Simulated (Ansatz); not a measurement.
B₃H⁻. Charge -1, multiplicity 2. Geometry PBE-D4/def2-TZVPD, basis def2-TZVPD, Ansatz.

```xyz
4

B    -0.4307    0.4275   -1.0924
B    -0.3924    1.2001    0.2228
B     0.1648   -0.3647    0.1157
H     0.6583   -1.2628    0.7538
```

```
run  HOMO (eV)  LUMO (eV)
  A       0.83       2.19
  B      -1.26       3.54
  C      -0.29       2.97
  D       0.49       2.59
  E      -2.10       3.88
  F       0.80       2.11
```

The structure comes from a short search, and lower isomers may exist.

HOMO and LUMO are taken over both spins.

The runs used BHLYP, PBE, PBE0, r2SCAN, revPBE, ωB97M-V. Estimate which is which.

A revPBE (0 % exact exchange); B BHLYP (50 % exact exchange); C PBE0 (25 % exact exchange); D r2SCAN (0 % exact exchange); E ωB97M-V (range-separated); F PBE (0 % exact exchange). Exact exchange lowers occupied and raises empty levels; among semilocal functionals meta-GGAs tend to open the gap a little, and such runs are hard to tell apart. The gap grows from 1.31 eV (PBE) to 5.98 eV (ωB97M-V). At revPBE-D4/def2-TZVPD, r2SCAN-D4/def2-TZVPD, PBE-D4/def2-TZVPD the highest occupied level of the charge -1 doublet lies above zero (up to 0.83 eV). By energy differences its removal costs 1.90 eV (vertical, to the charge 0 singlet, at CCSD(T)/def2-TZVPPD).
